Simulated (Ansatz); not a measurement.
# AlBH₂+ (doublet): from Hartree-Fock to the top rungs, def2-TZVPP

The task here is to estimate one member of a computed series from the others.

The runs use Ansatz 0.2.0, Gaussian basis; def2-TZVPP, core rule «outside noble gas», up to 6 orbitals frozen.

To be run: UHF; ROHF; CCSD(T) on UHF.

2 further runs of the same task are left out: 2 set aside as unsound or not needed.

## What is computed

The geometry is a PBE0/def2-TZVP stationary point (not a proven minimum) of the parent state, kept for this charge and spin.

4 atoms, charge 1, spin multiplicity 2.

Atoms are counted from 1 here; the program's logs count them from 0.

Bond lengths: B1–Al2 2.079 Å, Al2–H3 1.585 Å, Al2–H4 1.585 Å. Angles: B1–Al2–H3 117.0°, B1–Al2–H4 117.0°, H3–Al2–H4 125.9°.

As a file:

```xyz
4

B     0.0000    0.0000    1.5511
Al    0.0000    0.0000   -0.5282
H     0.0000   -1.4113   -1.2487
H     0.0000    1.4113   -1.2487
```

The first run:

Contents of in.yaml:

```yaml
crystal:
  periodic: [false, false, false]
  atoms:
    - {symbol: B, position_ang: [0.000000, 0.000000, 1.551119]}
    - {symbol: Al, position_ang: [0.000000, 0.000000, -0.528209]}
    - {symbol: H, position_ang: [0.000000, -1.411327, -1.248716]}
    - {symbol: H, position_ang: [0.000000, 1.411327, -1.248716]}
basis:
  gaussian: {orbitals: def2-TZVPP}
total_charge: 1
magnetization: {spin_polarized: true, initial_magnetization: 1}
hamiltonian: {xc: hf}
output: {orbitals: {seedname: orbitals}}
```

Started as:

```
$ ansatz run in.yaml --threads 1 --pin off --events-out ev --progress --plain --max-ram 3968MiB --backend cpu
```

Among the steps run: UHF; ROHF; CCSD(T) on UHF.

One table of the session follows, with a row left open; its other results are not shown here.

| method | from UCCSD(T) (kJ/mol) |
| --- | --- |
| ROHF | +387.7 |
| UHF | ? |
| UMP2 | +98.8 |
| UCCSD | +8.6 |
| UCCSD(T) | 0 |

**Question.** Estimate the row for UHF.

As computed: from UCCSD(T) (kJ/mol): +381.5. In the column «from UCCSD(T) (kJ/mol)» it lies between UMP2 (+98.8) and ROHF (+387.7).
